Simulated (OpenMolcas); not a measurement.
# CH2F2 (difluoromethane) at 6 levels

Wanted: a comparison of 6 runs (HF/STO-3G, HF/aug-cc-pVDZ, M06-2X/aug-cc-pVDZ, M06-L/aug-cc-pVDZ, TPSS/aug-cc-pVDZ, r2SCAN/aug-cc-pVDZ) of CH2F2 (difluoromethane). 

The results are computed with OpenMolcas 26.06.

### Step 1. The molecule

CH2F2: 5 atoms, total charge 0, spin state singlet. As SMILES, `FCF`. Geometry: relaxed at PBE0-D4/def2-TZVP.

Bond lengths: F1–C2 1.351 Å, C2–F3 1.351 Å, C2–H4 1.093 Å, C2–H5 1.094 Å. Angles: F1–C2–F3 108.6°, F1–C2–H4 108.8°, F1–C2–H5 108.8°, F3–C2–H4 108.8°, F3–C2–H5 108.8°, H4–C2–H5 113.0°.

### Step 2. Energy and forces at HF/STO-3G (run 1)

struct.xyz reads:

```xyz
5

F     -1.073300     0.191200     0.698300
C      0.010100    -0.016900    -0.082300
F      1.090500    -0.179200     0.713200
H     -0.142700    -0.932900    -0.659500
H      0.165300     0.864200    -0.711100
```

calc.input reads:

```
&GATEWAY
  BASLIB=$CurrDir
  COORD=struct.xyz
  BASIS=STO-3G
  GROUP=NoSym

&SEWARD

&SCF
  THRESHOLDS=1e-10 1e-07 1e-07 1e-05
  PRORBITALS=1 2

&ALASKA
```

The basis set STO-3G is read from a file made from the Basis Set Exchange's data (not shown).

Run with:

```bash
$ export MOLCAS_MEM=1860
$ pymolcas calc.input > calc.log
```

Output:

```text
--- Start Module: gateway ---
[...]
--- Stop Module: gateway /rc=_RC_ALL_IS_WELL_ ---
[...]
      Basis functions           17
[...]
--- Start Module: scf ---
[...]
       Convergence after  10 Iterations
[...]
::    Total SCF energy                               -234.6246014515
[...]
      Total spin, S                                     0.0000000000
[...]
      Total electronic charge=   26.000000
      Total            charge=   -0.000000
[...]
      Dipole Moment (debye):
      Origin of the operator (angstrom)=    0.0091   -0.0008    0.4700
                   X=  2.3748E-03               Y= -3.6807E-02               Z= -1.2652E+00           Total=  1.2657E+00
      Quadrupole Moment (debye*angstrom):
[...]
--- Stop Module: scf /rc=_RC_ALL_IS_WELL_ ---
--- Start Module: alaska ---
[...]
 *              Molecular gradients               *
 **************************************************
  Irreducible representation: a
 ------------------------------------------------------------------------------------------
                              X                       Y                       Z
 ------------------------------------------------------------------------------------------
  F1                2.88656985780609E-02   -5.52116544787395E-03   -2.01111804661718E-02
  C2               -4.57520083841697E-05    1.03818951278062E-04    6.71540550504002E-03
  F3               -2.87802803187311E-02    4.34868604202254E-03   -2.05103748192235E-02
  H4                1.15437500356902E-03    7.39381139382189E-03    1.67822050961828E-02
  H5               -1.19404125454547E-03   -6.32515093924502E-03    1.71239446841649E-02
 ------------------------------------------------------------------------------------------
--- Stop Module: alaska /rc=_RC_ALL_IS_WELL_ ---
[...]
```

It took 1.9 s on 1 thread of Intel Xeon Platinum 8375C at 2.90GHz (Ice Lake), shared host; peak memory 0.37 GiB.

### Step 3. Energy and gradient at HF/aug-cc-pVDZ (run 2)

geom.xyz reads:

```xyz
5

F     -1.073300     0.191200     0.698300
C      0.010100    -0.016900    -0.082300
F      1.090500    -0.179200     0.713200
H     -0.142700    -0.932900    -0.659500
H      0.165300     0.864200    -0.711100
```

run.inp reads:

```
* CH2F2 Hartree-Fock

&GATEWAY
  BasLib = $CurrDir
  Coord = geom.xyz
  Basis = aug-cc-pVDZ
  Group = NoSym

&SEWARD

&SCF
  Thresholds = 1e-10 1e-07 1e-07 1e-05
  PrOrbitals = 1 1

&ALASKA
```

The basis set aug-cc-pVDZ is read from a file made from the Basis Set Exchange's data (not shown).

Run with:

```bash
$ export MOLCAS_MEM=1860
$ pymolcas run.inp > run.log
```

Output:

```text
--- Start Module: gateway ---
[...]
--- Stop Module: gateway /rc=_RC_ALL_IS_WELL_ ---
[...]
      Basis functions           87
[...]
--- Start Module: scf ---
[...]
       Convergence after  12 Iterations
[...]
::    Total SCF energy                               -237.9317529926
[...]
      Total spin, S                                     0.0000000000
[...]
      Total electronic charge=   26.000000
      Total            charge=   -0.000000
[...]
      Dipole Moment (debye):
      Origin of the operator (angstrom)=    0.0091   -0.0008    0.4700
                   X=  4.1037E-03               Y= -6.3291E-02               Z= -2.1761E+00           Total=  2.1770E+00
      Quadrupole Moment (debye*angstrom):
[...]
--- Stop Module: scf /rc=_RC_ALL_IS_WELL_ ---
[...]
--- Start Module: alaska ---
[...]
 *              Molecular gradients               *
 **************************************************
  Irreducible representation: a
 ------------------------------------------------------------------------------------------
                              X                       Y                       Z
 ------------------------------------------------------------------------------------------
  F1               -6.93162257426749E-03    1.26118661760399E-03    2.41511109574599E-03
  C2               -3.07575039974663E-05    1.42007707684966E-05    3.06535407979780E-03
  F3                6.92550993922403E-03   -1.10924504160392E-03    2.50636867837706E-03
  H4               -7.65005500318383E-04   -4.64733026936281E-03   -3.84405100112639E-03
  H5                8.01875639396821E-04    4.48118792259278E-03   -4.14278285280956E-03
 ------------------------------------------------------------------------------------------
--- Stop Module: alaska /rc=_RC_ALL_IS_WELL_ ---
[...]
```

It took 13 s on 1 thread of Intel Xeon Platinum 8375C at 2.90GHz (Ice Lake), shared host; peak memory 0.48 GiB.

### Step 4. Energy and gradient at M06-2X/aug-cc-pVDZ (run 3)

test.inp reads:

```
* CH2F2 Kohn-Sham DFT
&GATEWAY
BasLib
$CurrDir
Coord
5
angstrom
F       -1.073300       0.191200       0.698300
C        0.010100      -0.016900      -0.082300
F        1.090500      -0.179200       0.713200
H       -0.142700      -0.932900      -0.659500
H        0.165300       0.864200      -0.711100
Basis
aug-cc-pVDZ
Group
NoSym
&SEWARD
GridInput
Grid=UltraFine
End of Grid
&SCF
KSDFT
M062X
Thresholds
1e-10 1e-07 1e-07 1e-05
PrOrbitals
1 2
&ALASKA
```

The basis set aug-cc-pVDZ is read from a file made from the Basis Set Exchange's data (not shown).

Run with:

```bash
$ export MOLCAS_MEM=1860
$ pymolcas test.inp > test.log
```

Output:

```text
--- Start Module: gateway ---
[...]
--- Stop Module: gateway /rc=_RC_ALL_IS_WELL_ ---
[...]
      Basis functions           87
[...]
--- Start Module: scf ---
[...]
       Convergence after  12 Iterations
[...]
::    Total KS-DFT energy                            -238.9324121570
[...]
      Total spin, S                                     0.0000000000
[...]
      Total electronic charge=   26.000000
      Total            charge=   -0.000000
[...]
      Dipole Moment (debye):
      Origin of the operator (angstrom)=    0.0091   -0.0008    0.4700
                   X=  3.7198E-03               Y= -5.7340E-02               Z= -1.9716E+00           Total=  1.9724E+00
      Quadrupole Moment (debye*angstrom):
[...]
--- Stop Module: scf /rc=_RC_ALL_IS_WELL_ ---
[...]
--- Start Module: alaska ---
[...]
 *              Molecular gradients               *
 **************************************************
  Irreducible representation: a
 ------------------------------------------------------------------------------------------
                              X                       Y                       Z
 ------------------------------------------------------------------------------------------
  F1                5.24603817017955E-03   -1.04999667146544E-03   -5.36870839280379E-03
  C2               -4.08036179380920E-05    2.05313319014772E-04    9.51005000724248E-03
  F3               -5.22223354341023E-03    7.43443518891329E-04   -5.44420563697390E-03
  H4                3.79962996274907E-04    2.22427482308962E-03    6.07325196375186E-04
  H5               -3.62964005116539E-04   -2.12303498953803E-03    6.95538826211539E-04
 ------------------------------------------------------------------------------------------
--- Stop Module: alaska /rc=_RC_ALL_IS_WELL_ ---
[...]
```

Wall time 30 s (1 thread of Intel Xeon Platinum 8375C at 2.90GHz (Ice Lake), shared host); peak memory 0.48 GiB.

Runs 4 to 5 aren't shown in full; the table further down has their settings and results.

### Step 5. Energy and forces at r2SCAN/aug-cc-pVDZ (run 6)

struct.xyz is that of step 2.

job.inp reads:

```
>>> EXPORT MOLCAS_PRINT=2

&GATEWAY
  BasLib=$CurrDir
  Coord=struct.xyz
  Basis=aug-cc-pVDZ
  Group=NoSym

&SEWARD
  GridInput
  Grid=UltraFine
  End of Grid

&SCF
  KSDFT=2
  1.0 MGGA_X_R2SCAN
  1.0 MGGA_C_R2SCAN
  Thresholds=1e-10 1e-07 1e-07 1e-05
  PrOrbitals=1 1

&ALASKA
```

The basis set aug-cc-pVDZ is read from a file made from the Basis Set Exchange's data (not shown).

Run with:

```bash
$ export MOLCAS_MEM=1860
$ pymolcas job.inp > job.log
```

Output:

```text
--- Start Module: gateway ---
[...]
--- Stop Module: gateway /rc=_RC_ALL_IS_WELL_ ---
[...]
      Basis functions           87
[...]
--- Start Module: scf ---
[...]
       Convergence after  13 Iterations
[...]
::    Total KS-DFT energy                            -238.9084859402
[...]
      Total spin, S                                     0.0000000000
[...]
      Total electronic charge=   26.000000
      Total            charge=   -0.000000
[...]
      Dipole Moment (debye):
      Origin of the operator (angstrom)=    0.0091   -0.0008    0.4700
                   X=  3.4678E-03               Y= -5.3593E-02               Z= -1.8422E+00           Total=  1.8430E+00
      Quadrupole Moment (debye*angstrom):
[...]
--- Stop Module: scf /rc=_RC_ALL_IS_WELL_ ---
[...]
--- Start Module: alaska ---
[...]
 *              Molecular gradients               *
 **************************************************
  Irreducible representation: a
 ------------------------------------------------------------------------------------------
                              X                       Y                       Z
 ------------------------------------------------------------------------------------------
  F1                1.25201441949301E-02   -2.41638813839362E-03   -9.53977710597087E-03
  C2               -4.90235340614032E-05    3.43043015217509E-04    1.42169919791755E-02
  F3               -1.24805480738779E-02    1.86468412618890E-03   -9.71554998815183E-03
  H4                7.85287419570346E-04    4.66494500428727E-03    2.40624018891067E-03
  H5               -7.75860006627938E-04   -4.45628400732456E-03    2.63209492596106E-03
 ------------------------------------------------------------------------------------------
--- Stop Module: alaska /rc=_RC_ALL_IS_WELL_ ---
[...]
```

Wall time 38 s (1 thread of Intel Xeon Platinum 8375C at 2.90GHz (Ice Lake), shared host); peak memory 0.48 GiB.

### Step 6. Overview of the runs

```csv
run,level,integration grid,energy (Eh),dipole moment (D),HOMO energy (eV),LUMO energy (eV),wall time
1,HF/STO-3G,–,-234.624601,1.27,-11.10,16.11,1.9 s
2,HF/aug-cc-pVDZ,–,-237.931753,2.18,-14.56,0.93,13 s
3,M06-2X/aug-cc-pVDZ,UltraFine,-238.932412,1.97,-11.63,-0.04,30 s
4,M06-L/aug-cc-pVDZ,UltraFine,-238.981811,1.81,-8.41,-0.16,34 s
5,TPSS/aug-cc-pVDZ,UltraFine,-239.040659,1.83,-8.29,-0.29,35 s
6,r2SCAN/aug-cc-pVDZ,UltraFine,-238.908486,1.84,-8.51,0.28,38 s
```

### Step 7. Summary of results

| quantity | value |
| --- | --- |
| run 6: total energy | -238.90849 Eh |
| run 6: dipole moment | 1.84 D |
| run 6: HOMO energy | -8.51 eV |
| run 6: LUMO energy | 0.28 eV |
| run 6: HOMO–LUMO gap | 8.78 eV |
| run 6: largest force on an atom | 0.819 eV/Å |

**Reading.** The dipole moment (its size) runs from 1.27 D (HF/STO-3G) to 2.18 D (HF/aug-cc-pVDZ). The HOMO–LUMO gap runs from 7.99 eV (TPSS/aug-cc-pVDZ) to 27.21 eV (HF/STO-3G). The two ends differ in method and basis. Totals of different functionals can't be ranked against each other. In run 1 the basis is minimal, so the values are rough. All runs together took 2.5 min, the longest 38 s.
